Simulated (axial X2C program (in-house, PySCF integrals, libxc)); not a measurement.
# ClF: from the spin-free to the two-component result

Calculated with an axial X2C code built on PySCF integrals. Spin-free means the one-electron spin-free X2C Hamiltonian; two-component (2c) means X2C with spin–orbit coupling and atomic mean-field two-electron Coulomb and Gaunt terms, so the difference of the two also holds small scalar two-electron terms. Basis: Cl dyall-av3z [9s8p3d2f], F dyall-av3z [7s6p3d2f] (cores contracted in-house); Gaussian nuclei, density fitting, unrestricted open shells. Masses: Cl 34.969 u, F 18.998 u.

Spin-free state: M_S = 0, Λ = 0 (closed shell); fragments Cl + F.

```
  level  Re (Å)  ωe (cm⁻¹)  De (eV)  μ (D)
   PBE0   1.627      825.3    2.585  -0.84
     HF   1.590      916.8    0.323  -0.98
    MP2   1.638      800.2    2.781    n/a
   CCSD   1.635      804.3    2.348    n/a
CCSD(T)   1.646      773.1    2.512    n/a
   BLYP   1.682      723.8    2.870  -0.94
```

Correlated methods: 14 electrons correlated (number of frozen shells: Cl 2 s, 1 p; F 1 s), 194 virtual spin orbitals or spinors in MP2, 90 natural virtuals in coupled cluster.

Dipoles are positive if F is the positive end.

Two-component determinant lowest at the distance of the search:

Ω = 0 (closed shell); fragments Cl + F.

```tsv
level	Re (Å)	ωe (cm⁻¹)	De (eV)	μ (D)
PBE0	1.628	824.9	2.582	-0.84
HF	1.590	916.3	0.253	-0.98
MP2	1.639	799.8	2.737	n/a
CCSD	1.635	803.9	2.303	n/a
CCSD(T)	1.647	772.8	2.463	n/a
BLYP	1.682	723.4	2.867	-0.94
```

Task: From the two tables, how do the constants change at the CCSD(T) level (2c against spin-free)?

Result: At the CCSD(T) level Re is unchanged within 0.001 Å and ωe falls by 0.3 cm⁻¹; De changes by -0.049 eV.

The state is one determinant whose occupation by symmetry is held fixed; it was picked as the lowest of a PBE0 search that is not exhaustive. The closed shell is kept restricted, so the energy runs too high when the bond is stretched far. De is counted from the lowest determinant-based energies of the atoms at the same level, without counterpoise correction. CCSD and (T) use frozen natural virtuals with an MP2 correction for the truncation; (T) itself is uncorrected, so its De runs slightly low. The 2c atoms are single determinants rather than J levels; their spin–orbit lowering is only partly caught, and De is too large by that part. This holds for PBE0, BLYP. Without a current term, density functionals place determinants with orbital angular momentum somewhat too high.
